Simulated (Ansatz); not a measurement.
System: zinc-blende MgS (metastable phase). Method: B3LYP (VWN-RPA form) (Ansatz, a first-principles code, PAW).

Run with plane-wave cutoff 460 eV, 8×8×8 k mesh, Fermi–Dirac smearing 0.01 eV, scalar-relativistic PAW data made under PBE.

Computed at the level's own relaxed cell.

```xyz
2
Lattice="0.0000 -2.8504 2.8504 2.8504 -2.8504 0.0000 2.8504 0.0000 2.8504" Properties=species:S:1:pos:R:3 pbc="T T T"
Mg     0.0000     0.0000     0.0000
S      1.4252    -1.4252     1.4252
```

Task: List the 5 lowest band energies at Γ above −25 eV (eV, relative to the valence band maximum), grouping those that round alike.

Result: At Γ: -12.16, 0.00 (×3), 4.87.

Note: the run warned that its exchange threshold was loose for the stress.
